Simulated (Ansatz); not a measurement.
The input, for Ansatz 0.2.0:

```yaml
crystal:
  periodic: [false, false, false]
  atoms:
    - {symbol: Si, position_ang: [0.000000, -0.050740, 0.000000]}
    - {symbol: H, position_ang: [0.000000, 0.706913, -1.278374]}
    - {symbol: H, position_ang: [0.000000, 0.706912, 1.278374]}
basis:
  gaussian: {orbitals: def2-SVPD}
magnetization: {spin_polarized: false, initial_magnetization: 2}
correlation: {method: sc_nevpt2, electrons: outside_noble_gas, active_space: {window: {electrons: 4, orbitals: 4}, states: [{multiplicity: 3, weights: [-1, 1]}]}}
```

```sh
$ ansatz run in.yaml --threads 1 --pin off --events-out ev --progress --plain --max-ram 2393MiB
```

**Question.** One thing in this input was set wrong on purpose, beside settings that are merely unusual. What is the gravest fault, and what does the program do?

**Answer.** Impossible set of states or weights. How the run ends: refused.
```
Error: set 0 asks for 2 states and needs as many positive weights; it has [-1.0, 1.0]
```
